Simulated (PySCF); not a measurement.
# State search for NaS

Unrestricted PBE0; Na aug-pcseg-1, S aug-pcseg-1; no relativity (PySCF 2.14). Outer shells of the fragments: Na 3s1; S 3s2 3p4.

Followed along the bond (rough minima from three points):

```
2Ms+1   unpaired  ⟨S²⟩ at the start  R at minimum (Å)  Te (eV)
    2        π ↑               0.75              2.51     0.00
    2        σ ↑               0.75              2.45     0.62
    4  σ ↑, π ↑↑               3.75  none in the scan   ≤ 2.64
```

Solutions found at the starting distance of 2.560 Å, counted from the lowest of them; the search is not exhaustive and high or unbound solutions are not listed, so other states can lie among these:

```csv
2Ms+1,unpaired,term,E (eV),⟨S²⟩,⟨Lz²⟩,μ (D)
2,π ↑,²Π,0.00,0.75,1.01,-8.80
2,σ ↑,²Σ⁺,0.64,0.75,0.00,-9.42
4,"σ ↑, π ↑↑",⁴Σ⁻,2.81,3.75,0.00,2.98
2,"σ ↓, π ↑↑",mixed,2.86,1.75,0.00,3.42
4,"σ ↑↑, π ↑",⁴Π,3.20,3.75,1.01,3.00
2,"σ ↑, π ↑↓",mixed,3.26,1.76,2.02,3.18
4,π ↑↑↑,⁴Π,4.29,3.75,1.00,1.73
4,"σ ↑, π ↑↑",mixed,4.74,3.75,2.01,1.55
4,"σ ↑, π ↑↑",mixed,4.84,3.75,2.01,1.99
```

A term symbol is given only where ⟨S²⟩ and ⟨Lz²⟩ are close to those of a pure state; real π, δ and φ orbitals otherwise mix terms. A positive dipole means Na(−)S(+).

Counting both spins, an empty level lies below a filled one in some of these solutions, because spin and occupation are held.
